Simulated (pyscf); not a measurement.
Optimised with ωB97X-D3(BJ)/def2-SVP in PySCF.

Question: Estimate the classical barrier height and the reaction energy of F–W(F)(SH)–SH [singlet] → F–W(F)(=S)=S + H₂ at ωB97M-D3(BJ)/def2-TZVP. The step runs on the singlet surface, breaks H–S, H–S and forms H–H; take the reactant's lowest minimum found as zero.

Answer: ΔE‡ = 56.9 kJ/mol, ΔE = -30.9 kJ/mol. Zero-point energy shifts the barrier by -10.8 kJ/mol. It is an elimination, with an imaginary mode of 1157i cm⁻¹. This is the saddle that the search found; another between the same sides may lie lower. Elements past Kr carry the def2 core potentials, without spin-orbit coupling.
